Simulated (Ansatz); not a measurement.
Process, species as SMILES: Cl atom → [Cl-] (an electron is taken up)
B3LYP-D3(BJ)/def2-TZVP geometries, fixed; electronic energies without zero-point terms; positive where energy is released.
Largest species:
```
Cl
```
Charge 0, spin multiplicity 2.

Energies in hartree at MP2 with Ansatz (a first-principles code); the adiabatic electron affinity is their sum with the coefficients shown, times 27.2114 eV a hartree. All functions are spherical. Cores are frozen. Open shells are unrestricted. No added dispersion term, no relativity.

```json
[
 {"species": "Cl atom", "coefficient": "+1", "part": "Hartree-Fock", "aug-cc-pV(D+d)Z": "-459.47306", "aug-cc-pV(T+d)Z": "-459.48609", "aug-cc-pV(Q+d)Z": "-459.48924"},
 {"species": "Cl atom", "coefficient": "+1", "part": "correlation", "aug-cc-pV(D+d)Z": "-0.12275", "aug-cc-pV(T+d)Z": "-0.16189", "aug-cc-pV(Q+d)Z": "-0.17703"},
 {"species": "[Cl-]", "coefficient": "-1", "part": "Hartree-Fock", "aug-cc-pV(D+d)Z": "-459.56364", "aug-cc-pV(T+d)Z": "-459.57348", "aug-cc-pV(Q+d)Z": "-459.57635"},
 {"species": "[Cl-]", "coefficient": "-1", "part": "correlation", "aug-cc-pV(D+d)Z": "-0.16291", "aug-cc-pV(T+d)Z": "-0.20806", "aug-cc-pV(Q+d)Z": "-0.22673"}
]
```

Question: Predict the adiabatic electron affinity in aug-cc-pV(5+d)Z (X = 5): let each Hartree-Fock step shrink by the ratio of the last two, and fit each correlation energy at X = 3 and 4 to E + A/X^3. Compare with the run.

Answer: 
- Cl atom: steps -0.01303 and -0.00315, ratio 0.242, so Hartree-Fock -459.49000 (run: -459.48976); A = (-0.16189 - (-0.17703))/(1/27 - 1/64) = 0.7071, correlation -0.17703 - A/64 + A/125 = -0.18242 (run: -0.18368).
- [Cl-]: steps -0.00984 and -0.00287, ratio 0.292, so Hartree-Fock -459.57719 (run: -459.57679); A = (-0.20806 - (-0.22673))/(1/27 - 1/64) = 0.8719, correlation -0.22673 - A/64 + A/125 = -0.23338 (run: -0.23477).
Predicted 3.759 eV; the run in aug-cc-pV(5+d)Z gives 3.758, a miss of 0.001. Keeping the value in aug-cc-pV(Q+d)Z, 3.723, would miss by -0.036. All sums are of the energies as printed.
